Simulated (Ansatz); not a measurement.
## Structure relaxation of TlRu₂

These are results of DFT PBE, scalar-relativistic, plane waves, PAW (Ansatz 0.2.0), not measurements. Cutoff 420 eV, Γ-centred k mesh, Gaussian smearing, no spin polarisation in the final step.

The start puts TlRu₂ on the fluorite structure type (Fm-3m, No. 225), with Tl in place of Ca, Ru in place of F, at a guessed volume.

```
Tl Ru
1.0
     0.00000    2.99749    2.99749
     2.99749    0.00000    2.99749
     2.99749    2.99749    0.00000
Tl Ru
1 2
Direct
  0.00000 0.00000 0.00000
  0.25000 0.25000 0.25000
  0.75000 0.75000 0.75000
```

Cell and atoms relax at zero pressure; the relaxation can't lower the symmetry of the start. After a coarse first stage the cell is made exact in the group found at 0.06 Å.

Formation energies are uncorrected and refer to the elements' standard structures at the same level.

Problem. What does it relax into?

Solution. It keeps Fm-3m (No. 225). The result has the fluorite structure. Conventional cell: a = 6.187 Å. Tl has 8 Ru at 2.68 Å; around Ru lie 4 Tl at 2.68 Å and 6 Ru at 3.09 Å.

```cif
data_structure
_symmetry_space_group_name_H-M 'Fm-3m'
_symmetry_Int_Tables_number 225
_cell_length_a 6.1874
_cell_length_b 6.1874
_cell_length_c 6.1874
_cell_angle_alpha 90.000
_cell_angle_beta 90.000
_cell_angle_gamma 90.000
_cell_volume 236.88
loop_
_atom_site_label
_atom_site_type_symbol
_atom_site_symmetry_multiplicity
_atom_site_Wyckoff_symbol
_atom_site_fract_x
_atom_site_fract_y
_atom_site_fract_z
_atom_site_occupancy
Tl1 Tl 4 a 0.00000 0.00000 0.00000 1
Ru1 Ru 8 c 0.25000 0.75000 0.75000 1
```

Problem. What are its volume, energy, density and gap?

Solution. The volume per atom is 19.74 Å³ and the density is 11.40 g/cm³. The energy over the elements is 1.45 eV/atom and the gap on the 14×14×14 mesh is 0 eV (a metal).

The final run used a 14×14×14 mesh on its 3-atom cell and 0.10 eV smearing. For metals, differences of a few meV/atom aren't resolved. Spin–orbit coupling is left out. Symmetry constrained the relaxation, so the result can be a saddle point.

Cost: 3 runs of about 0.9 core-minutes in all, on Intel Xeon Platinum 8259CL (Skylake/Cascade Lake) (shared hosts).